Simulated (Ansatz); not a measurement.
Input file:

```yaml
crystal:
  periodic: [false, false, false]
  atoms:
    - {symbol: As, position_ang: [0.000000, 0.000000, 0.000000]}
    - {symbol: Na, position_ang: [0.000000, 0.000000, 3.097500]}
basis:
  gaussian: {orbitals: cc-pVTZ}
total_charge: 1
magnetization: {spin_polarized: false, initial_magnetization: 1}
correlation: {method: ccsdt_q, electrons: outside_noble_gas}
```

```sh
$ ansatz run in.yaml --threads 1 --pin off --events-out ev --progress --plain --max-ram 2393MiB
```

Output:

```
803 factors; integrals over basis functions are off by at most 2.2e-7 eV
mean field evaluation 1: about -65194.2272 eV, gradient 1.1e1 eV
mean field evaluation 2: about -65194.2396 eV, gradient 1.1e1 eV
mean field evaluation 4: about -65194.5176 eV, gradient 5.3e-1 eV
mean field evaluation 8: about -65194.5202 eV, gradient 2.1e-2 eV
mean field evaluation 16: about -65194.5002 eV, gradient 5.2e-1 eV
mean field evaluation 32: about -65194.5202 eV, gradient 2.3e-6 eV
mean field evaluation 64: about -65194.2353 eV, gradient 1.5e0 eV
mean field evaluation 96: about -65194.4304 eV, gradient 1.4e0 eV
mean field evaluation 128: about -65193.3898 eV, gradient 9.0e-3 eV
mean field evaluation 160: about -65194.5202 eV, gradient 9.5e-3 eV
...
cycle  11  -3.05785683 eV  change   -2.0e-4 eV  update   4.2e-4
cycle  12  -3.05799977 eV  change   -1.4e-4 eV  update   2.2e-4
cycle  13  -3.05806990 eV  change   -7.0e-5 eV  update   2.4e-4
cycle  14  -3.05809177 eV  change   -2.2e-5 eV  update   6.3e-5
cycle  15  -3.05807889 eV  change    1.3e-5 eV  update   2.1e-5
cycle  16  -3.05808030 eV  change   -1.4e-6 eV  update   8.9e-6
cycle  17  -3.05808266 eV  change   -2.4e-6 eV  update   3.0e-6
cycle  18  -3.05808436 eV  change   -1.7e-6 eV  update   1.6e-6
cycle  19  -3.05808483 eV  change   -4.7e-7 eV  update   7.2e-7
cycle  20  -3.05808469 eV  change    1.3e-7 eV  update   4.0e-7
perturbative correction -0.00697600 eV, -0.0002563635 hartree
Total energy: -65197.58522218 eV, -2395.9670644048 hartree
```

Ran on 1 thread of Arm Neoverse N1, shared host: 79 s wall, 0.41 GiB peak host memory.
